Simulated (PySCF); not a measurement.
**Gas-phase thermal properties of PO**

Computed with PySCF (xtb for GFN2) and rigid-rotor harmonic-oscillator thermochemistry at 1 bar. 'Table' is the NASA 1993 thermochemical table (part measured, part estimated). 6-31G* has spherical d functions here. Open shells (unrestricted): PO (multiplicity 2, electronic degeneracy 4). GFN2 has no spin-polarisation term. Spin-orbit splitting is ignored; it lowers the true energy and changes the entropy of PO. B3LYP is the form with VWN-RPA correlation. The harmonic model lacks anharmonicity and excited electronic states, which grow with temperature; levels with a mode under 35 cm⁻¹ are left out. The table's entry may be an old estimate for PO (not checked at source).

```json
[
 {"level": "table", "point group": "-", "σ": "-", "ZPE (kJ/mol)": "-", "S°298 (J/mol/K)": "222.8", "Cp298 (J/mol/K)": "31.7", "S°1000 (J/mol/K)": "263.5", "H1000 − H298 (kJ/mol)": "24.0"},
 {"level": "B3LYP/6-31G*", "point group": "C∞v", "σ": "1", "ZPE (kJ/mol)": "7.4", "S°298 (J/mol/K)": "224.0", "Cp298 (J/mol/K)": "29.9", "S°1000 (J/mol/K)": "263.7", "H1000 − H298 (kJ/mol)": "23.4"},
 {"level": "GFN2-xTB", "point group": "C∞v", "σ": "1", "ZPE (kJ/mol)": "7.9", "S°298 (J/mol/K)": "223.5", "Cp298 (J/mol/K)": "29.7", "S°1000 (J/mol/K)": "262.7", "H1000 − H298 (kJ/mol)": "23.2"},
 {"level": "HF/6-31G*", "point group": "C∞v", "σ": "1", "ZPE (kJ/mol)": "8.4", "S°298 (J/mol/K)": "223.5", "Cp298 (J/mol/K)": "29.5", "S°1000 (J/mol/K)": "262.4", "H1000 − H298 (kJ/mol)": "23.0"},
 {"level": "PBE/def2-SVP", "point group": "C∞v", "σ": "1", "ZPE (kJ/mol)": "7.1", "S°298 (J/mol/K)": "224.3", "Cp298 (J/mol/K)": "30.0", "S°1000 (J/mol/K)": "264.1", "H1000 − H298 (kJ/mol)": "23.5"},
 {"level": "PBE0/def2-TZVP", "point group": "C∞v", "σ": "1", "ZPE (kJ/mol)": "7.7", "S°298 (J/mol/K)": "223.7", "Cp298 (J/mol/K)": "29.7", "S°1000 (J/mol/K)": "263.1", "H1000 − H298 (kJ/mol)": "23.3"}
]
```
σ: rotational symmetry number. Electronic degeneracy used: 4. Frequencies are unscaled.
